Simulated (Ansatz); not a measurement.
# CHBO (SMILES B1=CO1): functionals against CCSD(T) at one geometry

One table from this session's results is given with a row withheld; the runs are named, their logs left out.

The runs use Ansatz 0.2.0, Gaussian basis; single points in def2-TZVPP.

Correlated methods freeze the cores.

## The starting structure

SMILES `B1=CO1`, 4 atoms, charge 0, spin multiplicity 1.

Atoms are counted from 1 here; the program's logs count them from 0.

Bond lengths: B1–C2 1.614 Å, B1–O3 1.544 Å, C2–O3 1.317 Å, C2–H4 1.096 Å. Angles: C2–B1–O3 49.2°, B1–C2–O3 62.6°, B1–C2–H4 160.2°, O3–C2–H4 122.2°, B1–O3–C2 68.2°.

Geometry (Å):

```
B    -1.28500   -0.34730    0.16740
C     0.15030    0.38730    0.08500
O     0.13770   -0.92740    0.01260
H     0.98150    0.98540   -0.30490
```

Set-up of the first run:

File run/in.yaml:

```yaml
crystal:
  periodic: [false, false, false]
  atoms:
    - {symbol: B, position_ang: [-1.285000, -0.347300, 0.167400]}
    - {symbol: C, position_ang: [0.150300, 0.387300, 0.085000]}
    - {symbol: O, position_ang: [0.137700, -0.927400, 0.012600]}
    - {symbol: H, position_ang: [0.981500, 0.985400, -0.304900]}
basis:
  gaussian: {orbitals: def2-TZVPP}
correlation: {method: ccsd_t}
output: {forces: true}
```

The command line of these runs was not kept.

Steps of the session up to this table: CCSD(T)/def2-TZVPP; PBE0-D4/def2-TZVPP; wB97M-V/def2-TZVPP; r2SCAN-D4/def2-TZVPP; PBE-D4/def2-TZVPP; CAM-B3LYP-D4/def2-TZVPP; BLYP-D4/def2-TZVPP.

One of the session's tables, all rows but one given; the rest of the session is left out.

| method | RMS force component (eV/Å) | angle to CCSD(T) forces (°) | dipole (D) |
| --- | --- | --- | --- |
| CCSD(T) | 0.962 | reference | 4.08 |
| PBE0-D4 | 1.272 | 14.5 | 4.21 |
| wB97M-V | 1.256 | 12.7 | 4.25 |
| r2SCAN-D4 | 0.997 | 12.0 | 4.08 |
| PBE-D4 | 0.759 | 19.1 | 3.82 |
| CAM-B3LYP-D4 | 1.362 | 16.4 | 4.32 |
| BLYP-D4 | ? | ? | ? |

**Question.** Estimate the row for BLYP-D4.

**Answer.** RMS force component (eV/Å): 0.673; angle to CCSD(T) forces (°): 16.1; dipole (D): 3.82. In the column «RMS force component (eV/Å)» it is the lowest.
